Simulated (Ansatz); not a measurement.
H$_{5}$NSi$_{2}$ from Hartree–Fock to CCSD(T)

```xyz
8

N    -0.459   -0.461    0.716
Si   -1.165   -1.838   -0.031
Si    0.504    0.761   -0.080
H    -0.614   -0.345    1.708
H    -0.615   -1.478   -1.422
H    -0.281    1.435   -1.143
H     1.718    0.159   -0.685
H     0.913    1.767    0.938
```

The species carries charge 0 and has multiplicity 1. The bonds changed during the relaxation, so this is another structure than the one it started from. The structure was optimised at the PBE0-D4/def2-TZVP level. Frozen core, restricted reference, Ansatz. CBS rows extrapolate triple and quadruple zeta; past MP2 they add the triple-zeta difference.

```json
{"basis": "def2-SVP", "HF (Eh)": "-634.99876", "MP2 corr.": "-0.35495", "CCSD corr.": "-0.40247", "(T)": "-0.01141", "CCSD(T) total": "-635.41264"}
{"basis": "def2-TZVPP", "HF (Eh)": "?", "MP2 corr.": "?", "CCSD corr.": "?", "(T)": "-0.01881", "CCSD(T) total": "?"}
{"basis": "def2-QZVPP", "HF (Eh)": "-635.29548", "MP2 corr.": "-0.47621", "CCSD corr.": "–", "(T)": "–", "CCSD(T) total": "–"}
{"basis": "CBS(def2)", "HF (Eh)": "-635.29837", "MP2 corr.": "-0.49986", "CCSD corr.": "?", "(T)": "as TZ", "CCSD(T) total": "?"}
```

Fill in the withheld values. (Estimate.)

Computed: def2-TZVPP HF (Eh): -635.27449; def2-TZVPP MP2 corr.: -0.44427; def2-TZVPP CCSD corr.: -0.48796; def2-TZVPP CCSD(T) total: -635.78126; CBS(def2) CCSD corr.: -0.54354; CBS(def2) CCSD(T) total: -635.86072.
